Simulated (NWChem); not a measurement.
System: C$_{2}$H$_{3}$, doublet; SMILES [CH]=C

Input file for NWChem:

```
start job
memory heap 200 mb stack 900 mb global 1100 mb
geometry units angstroms noautosym
  C      0.647201    -0.215979     0.024086
  C     -0.587833     0.145653    -0.022961
  H      1.615945     0.223119     0.076311
  H     -0.927003     1.186009    -0.015810
  H     -1.396378    -0.571115    -0.073902
end
basis spherical
  * library 6-31g*
end
dft
  odft
  mult 2
  xc xpbe96 cpbe96
  iterations 150
end
driver
  maxiter 150
end
task dft optimize
```

Output (shortened):

```
             Northwest Computational Chemistry Package (NWChem) 7.3.0
             --------------------------------------------------------

                             Geometry "geometry" -> ""
                             -------------------------

 Output coordinates in angstroms (scale by  1.889725989 to convert to a.u.)

  No.       Tag          Charge          X              Y              Z
 ---- ---------------- ---------- -------------- -------------- --------------
    1 C                    6.0000     0.67061620    -0.24371613     0.02452940
    2 C                    6.0000    -0.56441780     0.11791587    -0.02251760
    3 H                    1.0000     1.63936020     0.19538187     0.07675440
    4 H                    1.0000    -0.90358780     1.15827187    -0.01536660
    5 H                    1.0000    -1.37296280    -0.59885213    -0.07345860

 Effective nuclear repulsion energy (a.u.)      28.7402005794

                                Z-matrix (autoz)
                                --------

 Units are Angstrom for bonds and degrees for angles

      Type          Name      I     J     K     L     M      Value
      ----------- --------  ----- ----- ----- ----- ----- ----------
    1 Stretch                  1     2                       1.28775
    2 Stretch                  1     3                       1.06489
    3 Stretch                  2     4                       1.09427
    4 Stretch                  2     5                       1.08171
    5 Bend                     1     2     4               124.33373
    6 Bend                     1     2     5               122.17518
    7 Bend                     2     1     3               139.32911
    8 Bend                     4     2     5               113.49110
    9 Torsion                  3     1     2     4          -0.00771
   10 Torsion                  3     1     2     5        -179.99541

  pbe96 is a nonlocal functional; adding pw91lda local functional.

                           NWChem Geometry Optimization
                           ----------------------------

 maximum gradient threshold         (gmax) =   0.000450
 rms gradient threshold             (grms) =   0.000300
 maximum cartesian step threshold   (xmax) =   0.001800
 rms cartesian step threshold       (xrms) =   0.001200
 fixed trust radius                (trust) =   0.300000
 source of zmatrix                         =   autoz

          -------------------
          Energy Minimization
          -------------------

 Using diagonal initial Hessian
 Scaling for Hessian diagonals: bonds = 1.00  angles = 0.25  torsions = 0.10

          --------
          Step   0

                                 NWChem DFT Module
                                 -----------------

 Summary of "ao basis" -> "ao basis" (spherical)
 ------------------------------------------------------------------------------
       Tag                 Description            Shells   Functions and Types
 ---------------- ------------------------------  ------  ---------------------
 C                           6-31g*                  6       14   3s2p1d
 H                           6-31g*                  2        2   2s

            General Information
            -------------------
          SCF calculation type: DFT
          Wavefunction type:  spin polarized.
          No. of atoms     :     5
          No. of electrons :    15
           Alpha electrons :     8
            Beta electrons :     7
          Charge           :     0
          Spin multiplicity:     2
          Use of symmetry is: off; symmetry adaption is: off
          Maximum number of iterations: 150
          AO basis - number of functions:    34
                     number of shells:    18
          Convergence on energy requested:  1.00D-06
          Convergence on density requested:  1.00D-05
          Convergence on gradient requested:  5.00D-04

              XC Information
              --------------
          PerdewBurkeErnzerhof Exchange Functional  1.000
            Perdew 1991 LDA Correlation Functional  1.000 local
           PerdewBurkeErnz. Correlation Functional  1.000 non-local

             Grid Information
             ----------------
          Grid used for XC integration:  medium
          Radial quadrature: Mura-Knowles
          Angular quadrature: Lebedev.
          Tag              B.-S. Rad. Rad. Pts. Rad. Cut. Ang. Pts.
          ---              ---------- --------- --------- ---------
          C                   0.70       49           7.0       434
          H                   0.35       45           8.0       434
          Grid pruning is: on
          Number of quadrature shells:   233
          Spatial weights used:  Erf1

      Superposition of Atomic Density Guess
      -------------------------------------

 Sum of atomic energies:         -76.81520591

      Non-variational initial energy
      ------------------------------

 Total energy =     -77.761053
 1-e energy   =    -158.642239
 2-e energy   =      52.140985
 HOMO         =      -0.151478
 LUMO         =       0.047307

[...]

      ----------------------
      Optimization converged
      ----------------------

  Step       Energy      Delta E   Gmax     Grms     Xrms     Xmax
  ---- ---------------- -------- -------- -------- -------- --------
@    4     -77.78358367 -6.9D-07  0.00008  0.00005  0.00066  0.00128
                                     ok       ok       ok       ok

                                Z-matrix (autoz)
                                --------

 Units are Angstrom for bonds and degrees for angles

      Type          Name      I     J     K     L     M      Value     Gradient
      ----------- --------  ----- ----- ----- ----- ----- ---------- ----------
    1 Stretch                  1     2                       1.31743    0.00006
    2 Stretch                  1     3                       1.09100   -0.00008
    3 Stretch                  2     4                       1.10457   -0.00004
    4 Stretch                  2     5                       1.09887   -0.00004
    5 Bend                     1     2     4               122.34498    0.00000
    6 Bend                     1     2     5               122.16932   -0.00006
    7 Bend                     2     1     3               137.79263    0.00007
    8 Bend                     4     2     5               115.48570    0.00006
    9 Torsion                  3     1     2     4          -0.00098   -0.00000
   10 Torsion                  3     1     2     5         179.99887   -0.00000

                         Geometry "geometry" -> "geometry"
                         ---------------------------------

 Output coordinates in angstroms (scale by  1.889725989 to convert to a.u.)

  No.       Tag          Charge          X              Y              Z
 ---- ---------------- ---------- -------------- -------------- --------------
    1 C                    6.0000     0.68100539    -0.25867876     0.02467736
    2 C                    6.0000    -0.58221200     0.11224894    -0.02337144
    3 H                    1.0000     1.66142689     0.21691831     0.07817299
    4 H                    1.0000    -0.88715340     1.17385704    -0.01432426
    5 H                    1.0000    -1.40405888    -0.61534420    -0.07521365

 Effective nuclear repulsion energy (a.u.)      28.1851192806

                Final and change from initial internal coordinates
                --------------------------------------------------

                                Z-matrix (autoz)
                                --------

 Units are Angstrom for bonds and degrees for angles

      Type          Name      I     J     K     L     M      Value       Change
      ----------- --------  ----- ----- ----- ----- ----- ---------- ----------
    1 Stretch                  1     2                       1.31743    0.02968
    2 Stretch                  1     3                       1.09100    0.02611
    3 Stretch                  2     4                       1.10457    0.01030
    4 Stretch                  2     5                       1.09887    0.01716
    5 Bend                     1     2     4               122.34498   -1.98874
    6 Bend                     1     2     5               122.16932   -0.00585
    7 Bend                     2     1     3               137.79263   -1.53647
    8 Bend                     4     2     5               115.48570    1.99460
    9 Torsion                  3     1     2     4          -0.00098    0.00673
   10 Torsion                  3     1     2     5         179.99887   -0.00572

 ==============================================================================
                                internuclear distances
 ------------------------------------------------------------------------------
       center one      |      center two      | atomic units |  angstroms
 ------------------------------------------------------------------------------
    2 C                |   1 C                |     2.48958  |     1.31743
    3 H                |   1 C                |     2.06169  |     1.09100
    4 H                |   2 C                |     2.08734  |     1.10457
    5 H                |   2 C                |     2.07656  |     1.09887
 ------------------------------------------------------------------------------
                         number of included internuclear distances:          4
 ==============================================================================
```

Level: PBE/6-31G* (spherical d), spin-unrestricted. In the optimisation the excess spin sits in a' (Cs, its own frame). No stability test was run on the SCF state.
